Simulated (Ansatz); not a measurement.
System: hcp Mg. Method: PBE (PAW; Ansatz, a program for electronic structure).

Numerical settings: plane-wave cutoff 520 eV, 18×18×8 k mesh (along the axes of the cell as run), Fermi–Dirac smearing 0.1 eV, perturbation theory, scalar-relativistic PAW data made under PBE.

The cell has the measured lattice parameters. Conventional cell: a = 3.2093 Å, b = 3.2093 Å, c = 5.2106 Å, α = 90.00°, β = 90.00°, γ = 120.00°.

Harmonic phonon frequencies (cm⁻¹; i marks an imaginary mode):

```csv
q point,frequencies
Γ,0 0 0 123 123 242
M,122 129 179 194 219 230
K,?
```

Fill in the missing entries.


- K, frequencies: 163 163 184 191 191 220

No imaginary mode appears at these points.

Note: the cell isn't this level's own, so it is under some stress, which shifts stiffness and frequencies.
